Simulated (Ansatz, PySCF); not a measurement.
# Rock-salt MgS: band gap by level of theory

No measured value is used here.

| level (code) | value (eV) | cell (Å³/atom) |
|---|---|---|
| LDA (Ansatz) | ___ | 17.61 |
| PBE (Ansatz) | 2.79 (indirect) | 17.61 |
| PBE-D3(BJ) (Ansatz) | 2.85 (indirect) | 17.12 |
| r²SCAN (Ansatz) | 3.46 (indirect) | 17.61 |
| B3LYP (VWN-RPA form) (Ansatz) | 4.22 (indirect) | 17.61 |
| Hartree–Fock (Ansatz) | 10.33 (indirect) | 17.61 |
| G0W0@Hartree–Fock (PySCF) | 6.27 ± 0.1 | 17.61 |
| G0W0@PBE+SOC (Ansatz) | ___ | 17.61 |

Question: Fill in the missing entries.

Answer: 
- LDA (Ansatz, a first-principles code), value (eV): 2.56 (indirect)
- G0W0@PBE+SOC (Ansatz), value (eV): 4.35

Computed values are for a static lattice.  A ± on a computed value is a rough bar: the spread of its extrapolation, a floor set from checks against published values, or a statistical error. G0W0@PBE+SOC: spin–orbit coupling enters as the shift of the gap found with a semilocal functional. Values are at the measured cell; PBE-D3(BJ) at the level's own equilibrium cell. Cutoffs and k meshes differ between the levels. Ansatz's density-functional and Hartree–Fock values are scalar-relativistic unless marked +SOC, with PAW data made under PBE.
